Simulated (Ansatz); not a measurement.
Correlation methods on HCO, doublet

Calculated in Ansatz's Gaussian-basis code; BCCD by scripts on PySCF. Nonrelativistic, STO-3G, 2 core orbitals frozen. Perturbation and coupled-cluster methods stand on the Hartree–Fock determinant that coupled cluster favours; RHF here means ROHF, with semicanonical perturbation theory. The state met can differ between shapes. Small basis; these aren't basis-limit values. The unrestricted determinant is a mixture of spins, so it may stand for another state.

Shape A. A bond is stretched, to 1.67 times the sum of the covalent radii.

```xyz
3

C     0.0000    0.0000    0.0000
H     0.0000    0.9200   -0.6300
O     0.0000    0.0000    2.3755
```

Shape B. A bond is stretched, to 2.97 times the sum of the covalent radii.

```xyz
3

C     0.0000    0.0000    0.0000
H     0.0000    2.6220   -1.7955
O     0.0000    0.0000    1.1760
```

Shape C. A bond is stretched, to 1.64 times the sum of the covalent radii.

```xyz
3

C     0.0000    0.0000    0.0000
H     0.0000    1.4444   -0.9891
O     0.0000    0.0000    1.1760
```

Correlation energy of CCSD(T), then each method's total less that of CCSD(T), in eV:

```
 case  E corr CCSD(T)    CCSD    BCCD  BCCD(T)   determinant
A UHF          -0.744  +0.016  +0.003   -0.020  ⟨S²⟩ = 2.695
B RHF          -4.031  +0.241  +0.295   +0.002             –
C RHF          -4.229  +0.247  +0.290    0.000             –
C UHF          -4.056  +0.229  +0.284   -0.001  ⟨S²⟩ = 0.813
```

(1) How far does full CI lie from CCSD(T) in each case, and where is CCSD(T) within 1 kcal/mol (0.043 eV)?

Answers

(1) A UHF: -0.063 eV (outside, spin-contaminated determinant); B RHF: -0.025 eV (within); C RHF: -0.041 eV (within); C UHF: -0.041 eV (within).

Several Brueckner solutions were met.
